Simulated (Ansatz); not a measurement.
Compare A (`C=COC(C)=O`) with its isomer B (`CC(=O)/C=C\O`).

Gas-phase electronic energies from Ansatz, PBE0-D4/def2-TZVP geometries. CCSD(T)/CBS is the MP2 limit (def2-TZVPP, def2-QZVPP) plus CCSD(T) − MP2 in def2-TZVPP, frozen cores. DFT in def2-TZVPP. Each species was taken in one conformer, which may not be the lowest.

(1) Which is lower in electronic energy at CCSD(T)/CBS, and by how much? (An estimate is asked.)

(2) Give E(B) − E(A) in kJ/mol with MP2/def2-TZVPP, CCSD(T)/def2-TZVPP, B2PLYP, PBE0-D4, ωB97M-V, CCSD/def2-TZVPP, BLYP-D4. (Estimate.)

(3) Does the order hold for the free energy at 298.15 K (harmonic terms from PBE0-D4)? (An estimate is asked.)

Largest T1 diagnostic: 0.017.

Answers

(1) Ansatz gave: B, by 18.0 kJ/mol.

(2) Computed: MP2/def2-TZVPP -23.7, CCSD(T)/def2-TZVPP -16.1, B2PLYP -20.1, PBE0-D4 -28.5, ωB97M-V -18.2, CCSD/def2-TZVPP -10.1, BLYP-D4 -26.9. None reverses the order clearly.

(3) The calculation gave: Yes: G(B) − G(A) = -14.1 kJ/mol, for one conformer each. Modes under 60 cm⁻¹, often nearly free rotors, make the harmonic entropy too high.

The D4 term adds −3.4 kJ/mol with B3LYP and −1.6 kJ/mol with PBE0; it sums over pairs of atoms, weighted by their polarisabilities, and B3LYP, whose exchange is more repulsive, gets the larger term. In def2-TZVPP, CCSD(T) changes the Hartree–Fock value by −25.1 kJ/mol (the triples alone add −5.9 kJ/mol) and MP2 by −32.7 kJ/mol.

B3LYP here is the variant with VWN-RPA as its local correlation; programs differ in this.
